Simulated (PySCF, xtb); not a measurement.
C2H6OS, charge +1, multiplicity 2. Atoms are numbered in the order given.

```xyz
10

C     -0.1618    -0.7654    -1.4722
S      0.3459     0.1543     0.0000
C     -0.1618    -0.7654     1.4722
O     -0.2653     1.5326     0.0000
H      0.1209    -0.1386    -2.3306
H      0.3944    -1.7145    -1.4736
H     -1.2503    -0.9192    -1.4221
H     -1.2503    -0.9192     1.4221
H      0.1209    -0.1386     2.3306
H      0.3944    -1.7145     1.4736
```
Charge +1, spin multiplicity 2.

Geometry: B3LYP-D3(BJ)/def2-SVP. The multiplicity is an assumed one; other spin states were not compared.

Calculation: C-PCM-PBE0/def2-SVP (PySCF 2.14.0).

The values are the electrostatic part of the solvation free energy, E(continuum) − E(gas) at the gas-phase geometry, in a cavity of scaled van der Waals radii (PySCF's table); cavitation and dispersion terms are not included.

```
solvent              ε  ΔG(elec) (kcal/mol)
---------------  -----  -------------------
water            78.36                -64.0
dichloromethane   8.93                -57.5
ethylethanoate    5.99                -53.9
```

For comparison, GFN2-xTB/ALPB(water) (xtb, at the GFN2-xTB geometry, all terms of that model) gives -63.9 kcal/mol.
